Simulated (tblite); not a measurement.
Compound: CH5P.
Numbering: `[CH2:1]=[PH3:2]` (hydrogens: H3, H4 on C1; H5, H6, H7 on P2)

All values are computed: GFN2-xTB (tblite) harmonic vibrations without scaling, gas phase. Errors from tens to a few hundred cm⁻¹ against measured bands are possible. Modes of hydrogen on phosphorus can be 10 to 20 % off.

Harmonic wavenumbers (cm⁻¹): 407.0, 602.5, 613.7, 767.5, 939.3, 966.2, 1018.2, 1147.8, 1154.4, 1377.9, 2054.5, 2394.3, 2427.3, 2968.6, 2981.0.

A = 79643, B = 13820, C = 13258 MHz; mass 48.013 u (most abundant isotopes); point group Cs, symmetry number 1.

Task: What is the zero-point energy?

Result: ½Σν̃ = 10910 cm⁻¹ = 130.51 kJ/mol.

Task: Give the ideal-gas entropy at 273.15 K and 1 bar in the rigid-rotor, harmonic-oscillator model (classical rotation).

Result: Translation 155.32, rotation 85.21, vibration 8.34: S = 248.9 J/(mol K).

Task: And Cp and H(273.15 K) − H(0)?

Result: Cp = 54.72 J/(mol K), of which vibrations give 21.46 (their classical limit is 15 R = 124.7); H(273.15 K) − H(0) = 10.80 kJ/mol without the zero-point energy, 1.71 from vibrations.

Task: How do the functions run with temperature in this model?

Result: 
| T (K) | S (J/(mol K)) | Cp (J/(mol K)) | H − H(0) (kJ/mol) | G − H(0) (kJ/mol) | ln q(vib) |
| --- | --- | --- | --- | --- | --- |
| 100 | 207.3 | 34.3 | 3.34 | -17.39 | 0.00 |
| 200 | 233.6 | 44.1 | 7.19 | -39.53 | 0.09 |
| 300 | 254.2 | 58.7 | 12.32 | -63.93 | 0.33 |
| 500 | 290.5 | 84.3 | 26.77 | -118.49 | 1.16 |
| 800 | 336.0 | 109.1 | 56.08 | -212.71 | 2.75 |
| 1000 | 361.6 | 120.2 | 79.08 | -282.53 | 3.86 |

q(vib) and H(0) count from the zero-point level.

Task: Which modes carry the vibrational entropy at 273.15 K?

Result: 407.0 cm⁻¹: 3.40; 602.5 cm⁻¹: 1.51; 613.7 cm⁻¹: 1.44; 767.5 cm⁻¹: 0.75; 939.3 cm⁻¹: 0.35; 966.2 cm⁻¹: 0.31 J/(mol K); the other 9 give 0.57 together.
